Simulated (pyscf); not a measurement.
`[CH2]=[CH][F]` + `[FH]` → `[F][CH2][CH2][F]`, an addition across a multiple bond or ene-type step (singlet surface; F–H broken, C–F, C–H formed). Optimised with ωB97X-D3(BJ)/def2-SVP in PySCF. MP2 and CC: frozen core, UHF for open shells. ΔMP2 is the change of the MP2 total energy from the triple- to the quadruple-zeta basis. Energies in kcal/mol from the separated reactants.

Small-basis levels: PySCF, no dispersion term, spherical d functions. 

Q: Quick BP86/6-31G* single points give ΔE‡ = 38.6 kcal/mol and ΔE = -23.4 kcal/mol. What does CCSD(T)/def2-TZVPP + ΔMP2(QZVPP) give, and how far is the quick result from it?

A: CCSD(T)/def2-TZVPP + ΔMP2(QZVPP) gives ΔE‡ = 57.4 kcal/mol and ΔE = -10.6 kcal/mol. BP86/6-31G* lies 18.8 kcal/mol under it in the barrier and 12.8 kcal/mol under it in the reaction energy, so on this step it does not hold to within 3.0 kcal/mol. CCSD(T)/def2-TZVPP + ΔMP2(QZVPP) has limits of its own. The same reactants have a lower exit, to H₃C–CH(F)–F (barrier +39.4 kcal/mol at ωB97M-D3(BJ), against +52.1 kcal/mol here). F–CH₂–CH₂–F lies 13.9 kcal/mol over its isomer H₃C–CH(F)–F, and others may lie lower still (electronic energy, ωB97M-D3(BJ)). One saddle was located; it need not be the lowest between these sides. The CCSD(T) − MP2 part came from Ansatz, without density fitting, on the same reference.
